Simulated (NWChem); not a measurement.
System: dimethylamine (C$_{2}$H$_{7}$N); SMILES CNC

The following NWChem deck was run.

```
start job
memory heap 200 mb stack 900 mb global 1100 mb
geometry units angstroms noautoz
  C      0.218061    -0.005074     1.207184
  N     -0.559370     0.100103     0.000000
  C      0.218061    -0.005074    -1.207184
  H      0.828074    -0.933482     1.288741
  H      0.918669     0.844206     1.278225
  H     -0.439318     0.044131     2.088668
  H     -1.301996    -0.593602     0.000000
  H      0.828074    -0.933482    -1.288741
  H     -0.439318     0.044131    -2.088668
  H      0.918669     0.844206    -1.278225
end
basis spherical
  * library def2-tzvpd
end
dft
  xc hfexch
  iterations 150
  semidirect filesize 400000000
  mulliken
end
task dft energy
```

NWChem printed, in part:

```
             Northwest Computational Chemistry Package (NWChem) 7.3.0
             --------------------------------------------------------

 CS  symmetry detected

                             Geometry "geometry" -> ""
                             -------------------------

 Output coordinates in angstroms (scale by  1.889725989 to convert to a.u.)

  No.       Tag          Charge          X              Y              Z
 ---- ---------------- ---------- -------------- -------------- --------------
    1 C                    6.0000     0.21754103    -0.00185494    -1.20718400
    2 N                    7.0000    -0.56060795     0.09787125     0.00000000
    3 C                    6.0000     0.21754103    -0.00185494     1.20718400
    4 H                    1.0000     0.83404532    -0.92596519    -1.28874100
    5 H                    1.0000     0.91218009     0.85231405    -1.27822500
    6 H                    1.0000    -0.44016665     0.04274195    -2.08866800
    7 H                    1.0000    -1.29835425    -0.60102103     0.00000000
    8 H                    1.0000     0.83404532    -0.92596519     1.28874100
    9 H                    1.0000    -0.44016665     0.04274195     2.08866800
   10 H                    1.0000     0.91218009     0.85231405     1.27822500

 Effective nuclear repulsion energy (a.u.)      84.2947038338

      Symmetry information
      --------------------

 Group name             Cs
 Group number              2
 Group order               2
 No. of unique centers     6

  xc_inp: hfexch multiplicative factor not found.

                                 NWChem DFT Module
                                 -----------------

 Summary of "ao basis" -> "ao basis" (spherical)
 ------------------------------------------------------------------------------
       Tag                 Description            Shells   Functions and Types
 ---------------- ------------------------------  ------  ---------------------
 C                         def2-tzvpd               13       37   6s3p3d1f
 N                         def2-tzvpd               13       37   6s3p3d1f
 H                         def2-tzvpd                5        9   3s2p

      Symmetry analysis of basis
      --------------------------

        a'         96
        a"         78

            General Information
            -------------------
          SCF calculation type: DFT
          Wavefunction type:  closed shell.
          No. of atoms     :    10
          No. of electrons :    26
           Alpha electrons :    13
            Beta electrons :    13
          Charge           :     0
          Spin multiplicity:     1
          Use of symmetry is: on ; symmetry adaption is: on
          Maximum number of iterations: 150
          AO basis - number of functions:   174
                     number of shells:    74
          Convergence on energy requested:  1.00D-06
          Convergence on density requested:  1.00D-05
          Convergence on gradient requested:  5.00D-04

              XC Information
              --------------
                     Hartree-Fock (Exact) Exchange  1.000

      Superposition of Atomic Density Guess
      -------------------------------------

 Sum of atomic energies:        -133.15288225

      Non-variational initial energy
      ------------------------------

 Total energy =    -135.139973
 1-e energy   =    -344.396185
 2-e energy   =     124.961509
 HOMO         =      -0.283970
 LUMO         =       0.041524

      Symmetry analysis of molecular orbitals - initial
      -------------------------------------------------

  Numbering of irreducible representations:

     1 a'          2 a"

  Orbital symmetries:

     1 a'          2 a'          3 a"          4 a'          5 a"
     6 a'          7 a'          8 a'          9 a"         10 a"
    11 a'         12 a"         13 a'         14 a'         15 a"
    16 a'         17 a'         18 a'         19 a"         20 a'
    21 a'         22 a"         23 a'

------------------------------------------------------------
EAF file 0: "./job.aoints.0" size=413663232 bytes
------------------------------------------------------------
               write      read    awrite     aread      wait
               -----      ----    ------     -----      ----
     calls:      789         0         0         0         0
   data(b): 4.14e+08  0.00e+00  0.00e+00  0.00e+00
   time(s): 0.00e+00  0.00e+00  0.00e+00  0.00e+00  0.00e+00
rate(mb/s): 0.00e+00  0.00e+00
------------------------------------------------------------

     ---------------------------------------------
      Total Density - Mulliken Population Analysis
     ---------------------------------------------

    Atom       Charge   Shell Charges
 -----------   ------   -------------------------------------------------------
    1 C    6     6.54   0.86  1.12  0.54  0.67  0.13  0.00  1.20  1.32  0.57  0.02  0.06  0.04  0.01
    2 N    7     7.43   0.82  1.16  0.56  0.83  0.12  0.03  1.54  1.79  0.51  0.01  0.05  0.01  0.00
    3 C    6     6.54   0.86  1.12  0.54  0.67  0.13  0.00  1.20  1.32  0.57  0.02  0.06  0.04  0.01
    4 H    1     0.79   0.24  0.46  0.04  0.02  0.02
    5 H    1     0.80   0.25  0.46  0.06  0.02  0.02
    6 H    1     0.81   0.24  0.46  0.06  0.02  0.02
    7 H    1     0.70   0.23  0.36  0.08  0.03 -0.01
    8 H    1     0.79   0.24  0.46  0.04  0.02  0.02
    9 H    1     0.81   0.24  0.46  0.06  0.02  0.02
   10 H    1     0.80   0.25  0.46  0.06  0.02  0.02

[...]
```

Level: Hartree-Fock/def2-TZVPD. Coordinates come from a PBE0/def2-SVP optimisation.
